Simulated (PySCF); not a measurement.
# BH₄F, a complex of two parts: interaction energy, part 3 of 3

PySCF 2.14.0. Atoms count from 0, parts from 1. The steps go on from the part before.

## 8. Coupled-cluster interaction energy: CCSD(T) and MP2, 2.22 Å

Job settings and geometry (Å):

```
{"job": {"kind": "intercc", "basis": "aug-cc-pVDZ", "basis_mid": "aug-cc-pVTZ", "basis_large": "aug-cc-pVQZ"}, "charge": 0, "multiplicity": 1, "parts": [{"atoms": "0-3", "charge": 0, "multiplicity": 1}, {"atoms": "4-5", "charge": 0, "multiplicity": 1}]}
B     -0.118513     0.058197     0.082853
H     -0.493058     1.136150    -0.272042
H     -0.836136    -0.885304    -0.025567
H      0.981313    -0.079847     0.529967
F      0.170877     1.784671     2.213136
H      0.578029     1.719358     1.386393
```

With the program's defaults for keys left out, this is: CCSD(T)/aug-cc-pVDZ and MP2/aug-cc-pVTZ, aug-cc-pVQZ counterpoise interaction energy, frozen core, gas phase.

Standard output:

```text
part 1, own basis, geometry of the cluster: E = -26.4002376631 (as before)

part 2, own basis, geometry of the cluster: E = -100.0607161899 (as before)

part 1, own basis, relaxed alone: E = -26.4002571680 (as before)

part 2, own basis, relaxed alone: E = -100.0608781877 (as before)

cluster
final grid: 4656 points
cycle   1  E = -126.4581108804  dE = -3.250e-03  |g| = 1.959e-02  |ddm| = 3.292e-01
cycle   2  E = -126.4582978967  dE = -1.870e-04  |g| = 7.652e-03  |ddm| = 4.557e-02
cycle   3  E = -126.4583186734  dE = -2.078e-05  |g| = 3.736e-03  |ddm| = 1.535e-02
cycle   4  E = -126.4583231094  dE = -4.436e-06  |g| = 6.502e-04  |ddm| = 7.737e-03
cycle   5  E = -126.4583233696  dE = -2.602e-07  |g| = 1.295e-04  |ddm| = 2.436e-03
cycle   6  E = -126.4583233793  dE = -9.725e-09  |g| = 2.846e-05  |ddm| = 4.339e-04
cycle   7  E = -126.4583233799  dE = -6.380e-10  |g| = 6.889e-06  |ddm| = 1.369e-04
converged SCF energy = -126.4583233799

part 1 in the basis of the cluster
final grid: 4656 points
cycle   1  E = -26.4002537611  dE = -1.623e-05  |g| = 7.546e-04  |ddm| = 1.072e-01
cycle   2  E = -26.4002539102  dE = -1.491e-07  |g| = 7.967e-05  |ddm| = 1.249e-02
cycle   3  E = -26.4002539126  dE = -2.397e-09  |g| = 5.003e-06  |ddm| = 1.779e-03
cycle   4  E = -26.4002539127  dE = -1.631e-11  |g| = 6.548e-07  |ddm| = 1.057e-04
converged SCF energy = -26.4002539127

part 2 in the basis of the cluster
final grid: 4656 points
cycle   1  E = -100.0608341462  dE = -1.178e-04  |g| = 2.330e-03  |ddm| = 2.365e-01
cycle   2  E = -100.0608357092  dE = -1.563e-06  |g| = 3.020e-04  |ddm| = 2.797e-02
cycle   3  E = -100.0608357430  dE = -3.382e-08  |g| = 2.875e-05  |ddm| = 4.341e-03
cycle   4  E = -100.0608357433  dE = -3.312e-10  |g| = 1.281e-05  |ddm| = 2.166e-04
converged SCF energy = -100.0608357433

Interaction energy (kcal/mol)
  counterpoise       -0.327
  uncorrected        -0.698
  dispersion part     0.000
  deformation         0.014
  binding            -0.313

Decomposition of the uncorrected value (kcal/mol)
  electrostatic      -3.524
  Pauli               7.347
  orbital            -2.173
  dispersion          0.000
  correlation        -2.348

Charge of each part in the cluster: 0.004 -0.004
part 1, own basis, geometry of the cluster: E = -26.4020541833 (as before)

part 2, own basis, geometry of the cluster: E = -100.0681745043 (as before)

part 1, own basis, relaxed alone: E = -26.4020738866 (as before)

part 2, own basis, relaxed alone: E = -100.0683486214 (as before)

cluster
final grid: 4656 points
cycle   1  E = -126.4673364878  dE = -3.104e-03  |g| = 1.964e-02  |ddm| = 4.093e-01
cycle   2  E = -126.4675191318  dE = -1.826e-04  |g| = 7.763e-03  |ddm| = 4.715e-02
cycle   3  E = -126.4675398138  dE = -2.068e-05  |g| = 3.749e-03  |ddm| = 1.326e-02
cycle   4  E = -126.4675443692  dE = -4.555e-06  |g| = 6.614e-04  |ddm| = 6.599e-03
cycle   5  E = -126.4675446306  dE = -2.614e-07  |g| = 1.354e-04  |ddm| = 2.090e-03
cycle   6  E = -126.4675446410  dE = -1.042e-08  |g| = 2.938e-05  |ddm| = 3.952e-04
cycle   7  E = -126.4675446417  dE = -6.712e-10  |g| = 7.024e-06  |ddm| = 1.161e-04
converged SCF energy = -126.4675446417

part 1 in the basis of the cluster
final grid: 4656 points
cycle   1  E = -26.4020576888  dE = -3.656e-06  |g| = 3.360e-04  |ddm| = 1.020e-01
cycle   2  E = -26.4020577152  dE = -2.641e-08  |g| = 3.265e-05  |ddm| = 9.836e-03
cycle   3  E = -26.4020577156  dE = -3.489e-10  |g| = 1.869e-06  |ddm| = 1.190e-03
converged SCF energy = -26.4020577156

part 2 in the basis of the cluster
final grid: 4656 points
cycle   1  E = -100.0682435014  dE = -6.896e-05  |g| = 1.677e-03  |ddm| = 2.906e-01
cycle   2  E = -100.0682442412  dE = -7.397e-07  |g| = 1.960e-04  |ddm| = 3.015e-02
cycle   3  E = -100.0682442543  dE = -1.311e-08  |g| = 2.017e-05  |ddm| = 4.392e-03
cycle   4  E = -100.0682442544  dE = -1.063e-10  |g| = 1.010e-05  |ddm| = 2.539e-04
converged SCF energy = -100.0682442544

Interaction energy (kcal/mol)
  counterpoise       -0.480
  uncorrected        -0.668
  dispersion part     0.000
  deformation         0.027
  binding            -0.453

Decomposition of the uncorrected value (kcal/mol)
  electrostatic      -3.568
  Pauli               7.330
  orbital            -2.078
  dispersion          0.000
  correlation        -2.353

Charge of each part in the cluster: 0.004 -0.004
part 1 in the basis of the cluster: E(HF) = -26.391426767  E2 = -0.095656590  E(CCSD corr) = -0.119738788  (T) = -0.001795026
part 2 in the basis of the cluster: E(HF) = -100.033487775  E2 = -0.223160905  E(CCSD corr) = -0.226837336  (T) = -0.004284906
cluster: E(HF) = -126.422095689  E2 = -0.321299400  E(CCSD corr) = -0.348767455  (T) = -0.006484563

Counterpoise interaction energy (kcal/mol)
  hf_small                   1.769
  mp2_small                  0.211
  ccsd_small                 0.394
  ccsdt_small                0.140
  hf_large                   1.730
  mp2_large                 -0.480
  hf_middle                  1.736
  mp2_middle                -0.327
  scs_mp2_large              0.075
  mp2_limit                 -0.587
  ccsdt_less_mp2            -0.072
  ccsdt_limit_estimate      -0.658
  bsse_mp2_large             0.189
```

It took 14 s on 1 thread of AMD EPYC 9R45, shared host; peak memory 0.59 GiB.

Contacts at this geometry (a selection, picked against the atoms' radii; other short pairs can be missing):

```
  atoms  distance (Å)  kind (by distance and angle)  angle (°)
B0···H5          2.22  inside the van der Waals sum          –
```

```
                 method  interaction energy (kcal/mol)  from CCSD(T), limit estimate (kcal/mol)
         HF/aug-cc-pVDZ                           1.77                                    +2.43
        MP2/aug-cc-pVDZ                           0.21                                    +0.87
       CCSD/aug-cc-pVDZ                           0.39                                    +1.05
    CCSD(T)/aug-cc-pVDZ                           0.14                                    +0.80
         HF/aug-cc-pVQZ                           1.73                                    +2.39
        MP2/aug-cc-pVQZ                          -0.48                                    +0.18
    SCS-MP2/aug-cc-pVQZ                           0.07                                    +0.73
      MP2, extrapolated                          -0.59                                    +0.07
CCSD(T), limit estimate                          -0.66                                        0
```

## 9. Coupled-cluster interaction energy: CCSD(T) and MP2, 3.71 Å

Settings changed since step 8:

```diff
@@ -5,3 +5,3 @@
 H      0.981313    -0.079847     0.529967
-F      0.170877     1.784671     2.213136
-H      0.578029     1.719358     1.386393
+F      0.635239     2.892111     3.082163
+H      1.042391     2.826798     2.255420
```

Level: CCSD(T)/aug-cc-pVDZ and MP2/aug-cc-pVTZ, aug-cc-pVQZ counterpoise interaction energy, frozen core, gas phase.

Standard output:

```text
part 1, own basis, geometry of the cluster: E = -26.4002376631 (as before)

part 2, own basis, geometry of the cluster: E = -100.0607161899 (as before)

part 1, own basis, relaxed alone: E = -26.4002571680 (as before)

part 2, own basis, relaxed alone: E = -100.0608781877 (as before)

cluster
final grid: 4656 points
cycle   1  E = -126.4615568181  dE = -1.101e-04  |g| = 2.870e-03  |ddm| = 1.470e-01
cycle   2  E = -126.4615622937  dE = -5.476e-06  |g| = 8.337e-04  |ddm| = 1.941e-02
cycle   3  E = -126.4615628793  dE = -5.856e-07  |g| = 1.661e-04  |ddm| = 4.711e-03
cycle   4  E = -126.4615628978  dE = -1.845e-08  |g| = 8.010e-05  |ddm| = 6.831e-04
cycle   5  E = -126.4615629006  dE = -2.859e-09  |g| = 2.386e-05  |ddm| = 2.373e-04
cycle   6  E = -126.4615629013  dE = -6.891e-10  |g| = 6.772e-06  |ddm| = 1.072e-04
converged SCF energy = -126.4615629013

part 1 in the basis of the cluster
final grid: 4656 points
cycle   1  E = -26.4002401462  dE = -2.540e-06  |g| = 2.488e-04  |ddm| = 4.048e-02
cycle   2  E = -26.4002401724  dE = -2.624e-08  |g| = 3.030e-05  |ddm| = 4.372e-03
cycle   3  E = -26.4002401729  dE = -4.988e-10  |g| = 2.195e-06  |ddm| = 6.108e-04
converged SCF energy = -26.4002401729

part 2 in the basis of the cluster
final grid: 4656 points
cycle   1  E = -100.0607422995  dE = -2.613e-05  |g| = 9.806e-04  |ddm| = 1.298e-01
cycle   2  E = -100.0607426450  dE = -3.455e-07  |g| = 1.289e-04  |ddm| = 1.526e-02
cycle   3  E = -100.0607426524  dE = -7.381e-09  |g| = 1.316e-05  |ddm| = 2.307e-03
cycle   4  E = -100.0607426524  dE = -6.406e-11  |g| = 6.321e-06  |ddm| = 9.310e-05
converged SCF energy = -100.0607426524

Interaction energy (kcal/mol)
  counterpoise       -0.504
  uncorrected        -0.582
  dispersion part     0.000
  deformation         0.014
  binding            -0.490

Decomposition of the uncorrected value (kcal/mol)
  electrostatic      -0.356
  Pauli               0.046
  orbital            -0.073
  dispersion          0.000
  correlation        -0.200

Charge of each part in the cluster: 0.000 -0.000
part 1, own basis, geometry of the cluster: E = -26.4020541833 (as before)

part 2, own basis, geometry of the cluster: E = -100.0681745043 (as before)

part 1, own basis, relaxed alone: E = -26.4020738866 (as before)

part 2, own basis, relaxed alone: E = -100.0683486214 (as before)

cluster
final grid: 4656 points
cycle   1  E = -126.4708211510  dE = -1.006e-04  |g| = 2.843e-03  |ddm| = 1.145e-01
cycle   2  E = -126.4708265908  dE = -5.440e-06  |g| = 8.442e-04  |ddm| = 1.444e-02
cycle   3  E = -126.4708271872  dE = -5.964e-07  |g| = 1.723e-04  |ddm| = 4.548e-03
cycle   4  E = -126.4708272056  dE = -1.840e-08  |g| = 8.344e-05  |ddm| = 5.478e-04
cycle   5  E = -126.4708272086  dE = -3.050e-09  |g| = 2.446e-05  |ddm| = 1.898e-04
cycle   6  E = -126.4708272094  dE = -7.158e-10  |g| = 7.080e-06  |ddm| = 1.057e-04
converged SCF energy = -126.4708272094

part 1 in the basis of the cluster
final grid: 4656 points
cycle   1  E = -26.4020549646  dE = -8.583e-07  |g| = 1.443e-04  |ddm| = 3.748e-02
cycle   2  E = -26.4020549710  dE = -6.487e-09  |g| = 1.405e-05  |ddm| = 3.444e-03
cycle   3  E = -26.4020549711  dE = -8.307e-11  |g| = 7.803e-07  |ddm| = 3.952e-04
converged SCF energy = -26.4020549711

part 2 in the basis of the cluster
final grid: 4656 points
cycle   1  E = -100.0681904898  dE = -1.606e-05  |g| = 7.859e-04  |ddm| = 1.072e-01
cycle   2  E = -100.0681906942  dE = -2.044e-07  |g| = 9.990e-05  |ddm| = 1.033e-02
cycle   3  E = -100.0681906984  dE = -4.181e-09  |g| = 8.380e-06  |ddm| = 1.454e-03
cycle   4  E = -100.0681906985  dE = -2.808e-11  |g| = 3.512e-06  |ddm| = 7.386e-05
converged SCF energy = -100.0681906985

Interaction energy (kcal/mol)
  counterpoise       -0.511
  uncorrected        -0.543
  dispersion part     0.000
  deformation         0.027
  binding            -0.484

Decomposition of the uncorrected value (kcal/mol)
  electrostatic      -0.356
  Pauli               0.047
  orbital            -0.067
  dispersion          0.000
  correlation        -0.167

Charge of each part in the cluster: 0.000 -0.000
part 1 in the basis of the cluster: E(HF) = -26.391317180  E2 = -0.095387555  E(CCSD corr) = -0.119513123  (T) = -0.001773642
part 2 in the basis of the cluster: E(HF) = -100.033192807  E2 = -0.222844634  E(CCSD corr) = -0.226514223  (T) = -0.004207537
cluster: E(HF) = -126.425077662  E2 = -0.318418280  E(CCSD corr) = -0.346202884  (T) = -0.006012508

Counterpoise interaction energy (kcal/mol)
  hf_small                  -0.356
  mp2_small                 -0.473
  ccsd_small                -0.466
  ccsdt_small               -0.486
  hf_large                  -0.365
  mp2_large                 -0.511
  hf_middle                 -0.364
  mp2_middle                -0.504
  scs_mp2_large             -0.467
  mp2_limit                 -0.516
  ccsdt_less_mp2            -0.013
  ccsdt_limit_estimate      -0.529
  bsse_mp2_large             0.031
```

Wall time 13 s (1 thread of AMD EPYC 9R45, shared host); peak memory 0.59 GiB.

Contacts at this geometry (a selection, picked against the atoms' radii; other short pairs can be missing):

```
  atoms  distance (Å)  kind (by distance and angle)  angle (°)
B0···H5          3.71  beyond van der Waals contact          –
```

Differences are taken before rounding.

```
                 method  interaction energy (kcal/mol)  from CCSD(T), limit estimate (kcal/mol)
         HF/aug-cc-pVDZ                          -0.36                                    +0.17
        MP2/aug-cc-pVDZ                          -0.47                                    +0.06
       CCSD/aug-cc-pVDZ                          -0.47                                    +0.06
    CCSD(T)/aug-cc-pVDZ                          -0.49                                    +0.04
         HF/aug-cc-pVQZ                          -0.36                                    +0.16
        MP2/aug-cc-pVQZ                          -0.51                                    +0.02
    SCS-MP2/aug-cc-pVQZ                          -0.47                                    +0.06
      MP2, extrapolated                          -0.52                                    +0.01
CCSD(T), limit estimate                          -0.53                                        0
```

## 10. Coupled-cluster interaction energy: CCSD(T) and MP2, 4.94 Å

Settings changed since step 9:

```diff
@@ -5,3 +5,3 @@
 H      0.981313    -0.079847     0.529967
-F      0.635239     2.892111     3.082163
-H      1.042391     2.826798     2.255420
+F      1.022207     3.814978     3.806352
+H      1.429359     3.749665     2.979609
```

Level: CCSD(T)/aug-cc-pVDZ and MP2/aug-cc-pVTZ, aug-cc-pVQZ counterpoise interaction energy, frozen core, gas phase.

Standard output:

```text
part 1, own basis, geometry of the cluster: E = -26.4002376631 (as before)

part 2, own basis, geometry of the cluster: E = -100.0607161899 (as before)

part 1, own basis, relaxed alone: E = -26.4002571680 (as before)

part 2, own basis, relaxed alone: E = -100.0608781877 (as before)

cluster
final grid: 4656 points
cycle   1  E = -126.4611603698  dE = -1.761e-05  |g| = 1.105e-03  |ddm| = 7.555e-02
cycle   2  E = -126.4611612263  dE = -8.565e-07  |g| = 3.334e-04  |ddm| = 8.351e-03
cycle   3  E = -126.4611613184  dE = -9.209e-08  |g| = 9.844e-05  |ddm| = 1.898e-03
cycle   4  E = -126.4611613215  dE = -3.104e-09  |g| = 3.315e-05  |ddm| = 2.564e-04
cycle   5  E = -126.4611613221  dE = -6.128e-10  |g| = 7.772e-06  |ddm| = 1.608e-04
converged SCF energy = -126.4611613221

part 1 in the basis of the cluster
final grid: 4656 points
cycle   1  E = -26.4002383523  dE = -7.067e-07  |g| = 1.178e-04  |ddm| = 1.870e-02
cycle   2  E = -26.4002383598  dE = -7.530e-09  |g| = 1.408e-05  |ddm| = 1.792e-03
cycle   3  E = -26.4002383600  dE = -1.259e-10  |g| = 6.621e-07  |ddm| = 2.118e-04
converged SCF energy = -26.4002383600

part 2 in the basis of the cluster
final grid: 4656 points
cycle   1  E = -100.0607208413  dE = -4.670e-06  |g| = 3.320e-04  |ddm| = 7.229e-02
cycle   2  E = -100.0607208950  dE = -5.371e-08  |g| = 4.009e-05  |ddm| = 7.398e-03
cycle   3  E = -100.0607208958  dE = -8.828e-10  |g| = 3.297e-06  |ddm| = 9.769e-04
converged SCF energy = -100.0607208958

Interaction energy (kcal/mol)
  counterpoise       -0.148
  uncorrected        -0.174
  dispersion part     0.000
  deformation         0.014
  binding            -0.134

Decomposition of the uncorrected value (kcal/mol)
  electrostatic      -0.119
  Pauli               0.000
  orbital            -0.012
  dispersion          0.000
  correlation        -0.043

Charge of each part in the cluster: 0.000 -0.000
part 1, own basis, geometry of the cluster: E = -26.4020541833 (as before)

part 2, own basis, geometry of the cluster: E = -100.0681745043 (as before)

part 1, own basis, relaxed alone: E = -26.4020738866 (as before)

part 2, own basis, relaxed alone: E = -100.0683486214 (as before)

cluster
final grid: 4656 points
cycle   1  E = -126.4704345323  dE = -1.674e-05  |g| = 1.113e-03  |ddm| = 9.034e-02
cycle   2  E = -126.4704353870  dE = -8.547e-07  |g| = 3.378e-04  |ddm| = 9.287e-03
cycle   3  E = -126.4704354800  dE = -9.294e-08  |g| = 1.014e-04  |ddm| = 2.065e-03
cycle   4  E = -126.4704354832  dE = -3.258e-09  |g| = 3.458e-05  |ddm| = 2.185e-04
cycle   5  E = -126.4704354839  dE = -6.169e-10  |g| = 7.942e-06  |ddm| = 1.347e-04
converged SCF energy = -126.4704354839

part 1 in the basis of the cluster
final grid: 4656 points
cycle   1  E = -26.4020544042  dE = -2.498e-07  |g| = 7.417e-05  |ddm| = 1.625e-02
cycle   2  E = -26.4020544066  dE = -2.414e-09  |g| = 8.117e-06  |ddm| = 1.578e-03
cycle   3  E = -26.4020544067  dE = -3.559e-11  |g| = 4.148e-07  |ddm| = 1.928e-04
converged SCF energy = -26.4020544067

part 2 in the basis of the cluster
final grid: 4656 points
cycle   1  E = -100.0681786765  dE = -4.210e-06  |g| = 3.420e-04  |ddm| = 8.646e-02
cycle   2  E = -100.0681787229  dE = -4.642e-08  |g| = 4.177e-05  |ddm| = 7.950e-03
cycle   3  E = -100.0681787238  dE = -8.459e-10  |g| = 4.580e-06  |ddm| = 1.001e-03
converged SCF energy = -100.0681787238

Interaction energy (kcal/mol)
  counterpoise       -0.149
  uncorrected        -0.156
  dispersion part     0.000
  deformation         0.027
  binding            -0.122

Decomposition of the uncorrected value (kcal/mol)
  electrostatic      -0.119
  Pauli               0.001
  orbital            -0.011
  dispersion          0.000
  correlation        -0.026

Charge of each part in the cluster: 0.000 -0.000
part 1 in the basis of the cluster: E(HF) = -26.391291572  E2 = -0.095347116  E(CCSD corr) = -0.119476164  (T) = -0.001770921
part 2 in the basis of the cluster: E(HF) = -100.033148058  E2 = -0.222737157  E(CCSD corr) = -0.226403949  (T) = -0.004181085
cluster: E(HF) = -126.424641167  E2 = -0.318114061  E(CCSD corr) = -0.345906660  (T) = -0.005957038

Counterpoise interaction energy (kcal/mol)
  hf_small                  -0.127
  mp2_small                 -0.145
  ccsd_small                -0.143
  ccsdt_small               -0.146
  hf_large                  -0.127
  mp2_large                 -0.149
  hf_middle                 -0.127
  mp2_middle                -0.148
  scs_mp2_large             -0.140
  mp2_limit                 -0.149
  ccsdt_less_mp2            -0.001
  ccsdt_limit_estimate      -0.150
  bsse_mp2_large             0.008
```

Run time: 13 s. Hardware: 1 thread of AMD EPYC 9R45, shared host; peak memory 0.59 GiB.

Contacts at this geometry (a selection, picked against the atoms' radii; other short pairs can be missing):

```
  atoms  distance (Å)  kind (by distance and angle)  angle (°)
B0···F4          5.41  beyond van der Waals contact          –
```

Differences are taken before rounding.

```
                 method  interaction energy (kcal/mol)  from CCSD(T), limit estimate (kcal/mol)
         HF/aug-cc-pVDZ                         -0.127                                   +0.024
        MP2/aug-cc-pVDZ                         -0.145                                   +0.005
       CCSD/aug-cc-pVDZ                         -0.143                                   +0.007
    CCSD(T)/aug-cc-pVDZ                         -0.146                                   +0.004
         HF/aug-cc-pVQZ                         -0.127                                   +0.023
        MP2/aug-cc-pVQZ                         -0.149                                   +0.002
    SCS-MP2/aug-cc-pVQZ                         -0.140                                   +0.010
      MP2, extrapolated                         -0.149                                   +0.001
CCSD(T), limit estimate                         -0.150                                        0
```

## 11. The curve

Counterpoise interaction energies (kcal/mol):

```
B0···H5 (Å)     HF  MP2 limit  CCSD(T) estimate  time
       2.22   1.73      -0.59             -0.66  14 s
       2.35   0.77      -1.05             -1.13  13 s
       2.47   0.16      -1.27             -1.34  15 s
       2.60  -0.21      -1.33             -1.40  14 s
       2.72  -0.41      -1.30             -1.36  14 s
       3.09  -0.55      -0.99             -1.03  13 s
       3.71  -0.36      -0.52             -0.53  13 s
       4.94  -0.13      -0.15             -0.15  13 s
```

## 12. Outcome

What follows sums up all 3 parts.

| quantity | value |
| --- | --- |
| point group | Cs |
| rotational constants (main isotopes) | 131.49, 6.70, 6.66 GHz |
| CCSD(T) estimate at 2.22 Å | -0.66 kcal/mol |
| CCSD(T) estimate at 2.35 Å | -1.13 kcal/mol |
| CCSD(T) estimate at 2.47 Å | -1.34 kcal/mol |
| CCSD(T) estimate at 2.60 Å | -1.40 kcal/mol |
| CCSD(T) estimate at 2.72 Å | -1.36 kcal/mol |
| CCSD(T) estimate at 3.09 Å | -1.03 kcal/mol |
| CCSD(T) estimate at 3.71 Å | -0.53 kcal/mol |
| CCSD(T) estimate at 4.94 Å | -0.15 kcal/mol |

The start of the PBE0/def2-TZVPD relaxation was shaken at random by about 0.01 Å, so part of the energy gained, and of the first lengths quoted, undoes that. Over 5 steps the energy fell by 0.120 eV; of the close pairs, B0–H3 changed most, 1.174 to 1.195 Å. No frequency check was run at this level, so the end point may be a saddle. Along the rigid scan the CCSD(T) estimate is lowest at 2.60 Å (-1.40 kcal/mol), where MP2 at the limit misses it by +0.07 and Hartree-Fock by +1.19.
